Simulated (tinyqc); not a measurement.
Pariser-Parr-Pople SCF with singles CI, for the molecule C=C(Cl)C=C[CH2+] (SMILES; centres numbered as the heavy atoms are written), step by step. One step of it, computed by the program tinyqc.

Problem. Iteration 2: Fock matrix. F_rr = H_rr + P_rr gamma_rr / 2 + sum_(s != r) P_ss gamma_rs; F_rs = H_rs - P_rs gamma_rs / 2; E = tr P (H + F) / 2 + core repulsion sum_(r<s) z_r z_s gamma_rs.

P after iteration 1, order 1C, 2C, 3Cl, 4C, 5C, 6C:
```
[[0.575601, 0.755713, 0.044696, 0.265772, -0.253769, -0.334294],
 [0.755713, 1.130724, 0.312228, 0.529094, -0.023074, -0.183986],
 [0.044696, 0.312228, 1.747745, -0.453119, 0.027624, 0.367850],
 [0.265772, 0.529094, -0.453119, 0.861244, 0.612558, 0.222772],
 [-0.253769, -0.023074, 0.027624, 0.612558, 1.017372, 0.747513],
 [-0.334294, -0.183986, 0.367850, 0.222772, 0.747513, 0.667315]]
```

core matrix H (eV), order 1C, 2C, 3Cl, 4C, 5C, 6C:
```
[[-41.005811, -2.220000, 0.000000, 0.000000, 0.000000, 0.000000],
 [-2.220000, -50.201369, -1.490000, -2.220000, 0.000000, 0.000000],
 [0.000000, -1.490000, -50.781091, 0.000000, 0.000000, 0.000000],
 [0.000000, -2.220000, 0.000000, -46.644722, -2.220000, 0.000000],
 [0.000000, 0.000000, 0.000000, -2.220000, -44.002049, -2.220000],
 [0.000000, 0.000000, 0.000000, 0.000000, -2.220000, -36.948700]]
```

repulsion gamma_rs (eV), order 1C, 2C, 3Cl, 4C, 5C, 6C:
```
[[9.620000, 7.025496, 5.328761, 5.052140, 3.603716, 2.836935],
 [7.025496, 9.620000, 7.832438, 7.024648, 5.052140, 3.604208],
 [5.328761, 7.832438, 14.550000, 5.329403, 4.731938, 3.298551],
 [5.052140, 7.024648, 5.329403, 9.620000, 7.025496, 5.053633],
 [3.603716, 5.052140, 4.731938, 7.025496, 9.620000, 7.026821],
 [2.836935, 3.604208, 3.298551, 5.053633, 7.026821, 9.620000]]
```

Centres (angstrom, eV; a flat drawing with bonds scaled to 1.40 angstrom):
```
centre          x          y  core charge z          W   gamma_rr
1C       2.118000   0.893000              1  11.830000   9.620000
2C       1.017000   0.028000              1  11.830000   9.620000
3Cl      1.215000  -1.358000              2  24.260000  14.550000
4C      -0.283000   0.549000              1  11.830000   9.620000
5C      -1.384000  -0.316000              1  11.830000   9.620000
6C      -2.683000   0.205000              1  11.830000   9.620000
```

Give: F; pi energy.

Solution.

F (eV), order 1C, 2C, 3Cl, 4C, 5C, 6C:
```
[[-11.0694, -4.8746, -0.1191, -0.6714, 0.4573, 0.4742],
 [-4.8746, -13.4346, -2.7128, -4.0783, 0.0583, 0.3316],
 [-0.1191, -2.7128, -14.5375, 1.2074, -0.0654, -0.6067],
 [-0.6714, -4.0783, 1.2074, -11.8168, -4.3718, -0.5629],
 [0.4573, 0.0583, -0.0654, -4.3718, -12.3116, -4.8463],
 [0.4742, 0.3316, -0.6067, -0.5629, -4.8463, -10.7643]]
```

pi energy = -92.1822 eV
